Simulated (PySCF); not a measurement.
# CH5ClSi: the cost of one run

Programs: PySCF 2.14.0, with density-fitted response routines of our own. Each step states its level of theory. These are calculated values for one molecule in the gas phase, unless marked as measured. Atoms are numbered from 0 throughout.

## (1) The molecule as given

8 atoms, charge 0, multiplicity 1; geometry from: GFN2-xTB. The atoms were then displaced at random by about 0.01 Å, so the start is not that level's minimum.

Bonds of the start (Å): Si0–C1 1.88, C1–Cl2 1.78, Si0–H3 1.45, Si0–H4 1.49, Si0–H5 1.45, C1–H6 1.09, C1–H7 1.09.

## (2) Geometry optimisation at PBE0-D3(BJ)/def2-SVP

Job settings and geometry (Å):

```
{"job": {"xc": "PBE0", "basis": "def2-SVP", "d3": "d3bj", "grid": 1, "shake": 0.01, "kind": "geom"}, "charge": 0, "multiplicity": 1}
Si    -0.949810    -0.005620    -0.043220
C      0.924830    -0.181040    -0.035790
Cl     1.640890     1.294570     0.655970
H     -1.379870     0.208290     1.327960
H     -1.307440     1.169220    -0.885060
H     -1.519540    -1.208420    -0.620090
H      1.364110    -0.293230    -1.028370
H      1.281970    -1.002920     0.576130
```

Started as:

```
> OMP_NUM_THREADS=1 python probes_run.py task.json out
```

This one command runs all jobs of the session in turn.

**Question.** How long does this first job take on 1 thread of Arm Neoverse V2, shared host, and how much memory does it need?

About 6.2 s, with a peak of 0.32 GiB.
